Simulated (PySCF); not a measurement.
PySCF input (PBE/aug-cc-pVDZ):

```python
import numpy as np, basis_set_exchange as bse
from pyscf import gto, scf, dft, df, tdscf

basis = {'C': gto.basis.parse(bse.get_basis('aug-cc-pVDZ', elements=['C'], fmt='nwchem')), 'H': gto.basis.parse(bse.get_basis('aug-cc-pVDZ', elements=['H'], fmt='nwchem')), 'O': gto.basis.parse(bse.get_basis('aug-cc-pVDZ', elements=['O'], fmt='nwchem'))}
mol = gto.M(
    atom='''
    O    -0.00091616   -0.01015443    0.67280603
    C     0.00071614    0.00793741   -0.52591197
    H    -0.00265489    0.95544190   -1.09932737
    H     0.00568738   -0.92183092   -1.12764904
    ''',
    basis=basis,
    charge=0,
    verbose=4,
    max_memory=2160,
)
mf = dft.RKS(mol, xc='pbe')
mf.grids.level = 3
mf = mf.density_fit(auxbasis=df.autoaux(mol))
mf.conv_tol = 1e-9
mf.max_cycle = 100
print('smallest overlap eigenvalue', np.linalg.eigvalsh(mol.intor('int1e_ovlp'))[0])
mf.kernel()
dip = mf.dip_moment()
td = tdscf.TDA(mf)
td.nstates = 4
td.kernel()
td.analyze()
osc = td.oscillator_strength()
```

Output:

```
PySCF version 2.14.0

[INPUT] verbose = 4
[INPUT] num. atoms = 4
[INPUT] num. electrons = 16
[INPUT] charge = 0
[INPUT] spin (= nelec alpha-beta = 2S) = 0
[INPUT] symmetry False subgroup None
[INPUT] Mole.unit = angstrom
[INPUT] Symbol           X                Y                Z      unit          X                Y                Z       unit  Magmom
[INPUT]  1 O     -0.000916160000  -0.010154430000   0.672806030000 AA   -0.001731291486  -0.019189091651   1.271419131656 Bohr   0.0
[INPUT]  2 C      0.000716140000   0.007937410000  -0.525911970000 AA    0.001353308467   0.014999531038  -0.993829588930 Bohr   0.0
[INPUT]  3 H     -0.002654890000   0.955441900000  -1.099327370000 AA   -0.005017014991   1.805523518934  -2.077427650538 Bohr   0.0
[INPUT]  4 H      0.005687380000  -0.921830920000  -1.127649040000 AA    0.010747590566  -1.742007971956  -2.130947850229 Bohr   0.0

nuclear repulsion = 31.3982277027652
number of shells = 20
number of NR pGTOs = 92
number of NR cGTOs = 64
basis = {'C': [[0, [6665.0, 0.000692, -0.000146, 0.0], [1000.0, 0.005329, -0.001154, 0.0], [228.0, 0.027077, -0.005725, 0.0], [64.71, 0.101718, -0.023312, 0.0], [21.06, 0.27474, -0.063955, 0.0], [7.495, 0.448564, -0.149981, 0.0], [2.797, 0.285074, -0.127262, 0.0], [0.5215, 0.015204, 0.544529, 0.0], [0.1596, -0.003191, 0.580496, 1.0]], [0, [0.0469, 1.0]], [1, [9.439, 0.038109, 0.0], [2.002, 0.20948, 0.0], [0.5456, 0.508557, 0.0], [0.1517, 0.468842, 1.0]], [1, [0.04041, 1.0]], [2, [0.55, 1.0]], [2, [0.151, 1.0]]], 'H': [[0, [13.01, 0.019685, 0.0], [1.962, 0.137977, 0.0], [0.4446, 0.478148, 0.0], [0.122, 0.50124, 1.0]], [0, [0.02974, 1.0]], [1, [0.727, 1.0]], [1, [0.141, 1.0]]], 'O': [[0, [11720.0, 0.00071, -0.00016, 0.0], [1759.0, 0.00547, -0.001263, 0.0], [400.8, 0.027837, -0.006267, 0.0], [113.7, 0.1048, -0.025716, 0.0], [37.03, 0.283062, -0.070924, 0.0], [13.27, 0.448719, -0.165411, 0.0], [5.025, 0.270952, -0.116955, 0.0], [1.013, 0.015458, 0.557368, 0.0], [0.3023, -0.002585, 0.572759, 1.0]], [0, [0.07896, 1.0]], [1, [17.7, 0.043018, 0.0], [3.854, 0.228913, 0.0], [1.046, 0.508728, 0.0], [0.2753, 0.460531, 1.0]], [1, [0.06856, 1.0]], [2, [1.185, 1.0]], [2, [0.332, 1.0]]]}
ecp = {}
ETB for C: l = 0, exps = 0.08082 * 1.8^n , n = 0..15
ETB for C: l = 1, exps = 0.08082 * 1.8^n , n = 0..12
ETB for C: l = 2, exps = 0.08082 * 1.8^n , n = 0..11
ETB for C: l = 3, exps = 0.19141 * 2.2^n , n = 0..3
ETB for O: l = 0, exps = 0.13712 * 1.8^n , n = 0..15
ETB for O: l = 1, exps = 0.13712 * 1.8^n , n = 0..12
ETB for O: l = 2, exps = 0.13712 * 1.8^n , n = 0..11
ETB for O: l = 3, exps = 0.40056 * 2.2^n , n = 0..3
ETB for H: l = 0, exps = 0.05948 * 1.8^n , n = 0..11
ETB for H: l = 1, exps = 0.17073999999999998 * 2^n , n = 0..4
ETB for H: l = 2, exps = 0.282 * 2.2^n , n = 0..3
smallest overlap eigenvalue 0.0008020009262627375

******** <class 'pyscf.df.df_jk.DFRKS'> ********
method = DFRKS
initial guess = minao
damping factor = 0
level_shift factor = 0
DIIS = <class 'pyscf.scf.diis.CDIIS'>
diis_start_cycle = 1
diis_space = 8
diis_damp = 0
SCF conv_tol = 1e-09
SCF conv_tol_grad = None
SCF max_cycles = 100
direct_scf = False
XC library pyscf.dft.libxc version 7.1.2
    S. Lehtola, C. Steigemann, M. J. T. Oliveira, and M. A. L. Marques,  SoftwareX 7, 1–5 (2018)
XC functionals = pbe
    J. P. Perdew, K. Burke, and M. Ernzerhof,  Phys. Rev. Lett. 77, 3865 (1996)
    J. P. Perdew, K. Burke, and M. Ernzerhof,  Phys. Rev. Lett. 78, 1396 (1997)
    J. P. Perdew, K. Burke, and M. Ernzerhof,  Phys. Rev. Lett. 77, 3865 (1996)
    J. P. Perdew, K. Burke, and M. Ernzerhof,  Phys. Rev. Lett. 78, 1396 (1997)
radial grids:
    Treutler-Ahlrichs [JCP 102, 346 (1995); DOI:10.1063/1.469408] (M4) radial grids

becke partition: Becke, JCP 88, 2547 (1988); DOI:10.1063/1.454033
pruning grids: <function nwchem_prune>
grids dens level: 3
symmetrized grids: False
atomic radii adjust function: <function treutler_atomic_radii_adjust>
small_rho_cutoff = 0
Set gradient conv threshold to 3.16228e-05
Initial guess from minao.
tot grids = 47816
init E= -114.516430131181
  HOMO = -0.315505520393935  LUMO = -0.134247705100911  gap/eV = 4.93228
cycle= 1 E= -114.281967258259  delta_E= 0.234  |g|= 0.716  |ddm|= 4.12
  HOMO = -0.0726674361822379  LUMO = -0.0264337131479149  gap/eV = 1.25808
cycle= 2 E= -113.35509011004  delta_E= 0.927  |g|= 2.14  |ddm|= 3.01
  HOMO = -0.223264065329154  LUMO = -0.0851886115228768  gap/eV = 3.75722
cycle= 3 E= -114.385250208013  delta_E= -1.03  |g|= 0.0842  |ddm|= 2.44
  HOMO = -0.23588806809647  LUMO = -0.106830810426671  gap/eV = 3.51183
cycle= 4 E= -114.386068372344  delta_E= -0.000818  |g|= 0.0673  |ddm|= 0.273
  HOMO = -0.227559688069887  LUMO = -0.0963050519728093  gap/eV = 3.57162
cycle= 5 E= -114.38722400256  delta_E= -0.00116  |g|= 0.00915  |ddm|= 0.121
  HOMO = -0.228126709171899  LUMO = -0.0966601521358026  gap/eV = 3.57739
cycle= 6 E= -114.387246170136  delta_E= -2.22e-05  |g|= 0.000962  |ddm|= 0.0127
  HOMO = -0.228272772343698  LUMO = -0.0967495009228632  gap/eV = 3.57893
cycle= 7 E= -114.387246362864  delta_E= -1.93e-07  |g|= 6.98e-05  |ddm|= 0.00114
  HOMO = -0.228278270821774  LUMO = -0.0967511136757357  gap/eV = 3.57904
cycle= 8 E= -114.387246363696  delta_E= -8.32e-10  |g|= 3.49e-05  |ddm|= 0.000163
  HOMO = -0.228279669434581  LUMO = -0.0967513312696071  gap/eV = 3.57907
cycle= 9 E= -114.387246363959  delta_E= -2.63e-10  |g|= 3.82e-06  |ddm|= 3.14e-05
  HOMO = -0.228280618820313  LUMO = -0.0967515996926691  gap/eV = 3.57909
Extra cycle  E= -114.387246363933  delta_E= 2.54e-11  |g|= 1.19e-05  |ddm|= 1.52e-05
converged SCF energy = -114.387246363933
Dipole moment(X, Y, Z, Debye):  0.00300,  0.03325, -2.20296

******** <class 'pyscf.tdscf.rks.TDA'> for <class 'pyscf.df.df_jk.DFRKS'> ********
nstates = 4 singlet
deg_eia_thresh = 1.000e-03
wfnsym = None
conv_tol = 1e-05
eigh lindep = 1e-12
eigh level_shift = 0
eigh max_cycle = 100
chkfile = tmpki9oo_y_

Excitation energies (eV)
[3.85498258 5.80459207 6.65027844 6.94804545]

** Singlet excitation energies and oscillator strengths **
Excited State   1:      3.85498 eV    321.62 nm  f=0.0000
       8 -> 9         0.70691
Excited State   2:      5.80459 eV    213.60 nm  f=0.0308
       8 -> 10       -0.70606
Excited State   3:      6.65028 eV    186.43 nm  f=0.0446
       8 -> 11        0.70511
Excited State   4:      6.94805 eV    178.44 nm  f=0.0245
       8 -> 12        0.70605

** Transition electric dipole moments (AU) **
state          X           Y           Z        Dip. S.      Osc.
  1         0.0000     -0.0000     -0.0000      0.0000      0.0000
  2         0.0021     -0.4656     -0.0070      0.2169      0.0308
  3         0.0007      0.0080     -0.5232      0.2738      0.0446
  4         0.0017     -0.3797     -0.0058      0.1442      0.0245

** Transition velocity dipole moments (imaginary part, AU) **
state          X           Y           Z        Dip. S.      Osc.
  1         0.0000     -0.0000      0.0000      0.0000      0.0000
  2         0.0003     -0.0762     -0.0012      0.0058      0.0182
  3         0.0001      0.0017     -0.1086      0.0118      0.0322
  4         0.0004     -0.0949     -0.0014      0.0090      0.0235

** Transition magnetic dipole moments (imaginary part, AU) **
state          X           Y           Z
  1         0.0016      0.0181     -1.1964
  2         0.3651      0.0016      0.0005
  3         0.0001      0.0000      0.0000
  4        -0.7157     -0.0032     -0.0010
```
